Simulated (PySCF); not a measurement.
LiH, SMILES [LiH]. Atoms are numbered in the order given.

```xyz
2

Li     0.0000     0.0000    -0.3991
H      0.0000     0.0000     1.1972
```

Coordinates come from a PBE0-D3(BJ)/def2-TZVPD optimisation.

All values below come from PySCF with HF/pcSseg-2.

GIAO shieldings, no solvent; atoms alike by connectivity are averaged. δ = σ(ref) − σ: ¹H against TMS (σ = 31.98 ppm), references at their B3LYP-D3(BJ)/def2-TZVP geometries, non-relativistic.

```tsv
nucleus	atoms	count	δ (ppm)
¹H	H2	1	5.49
```
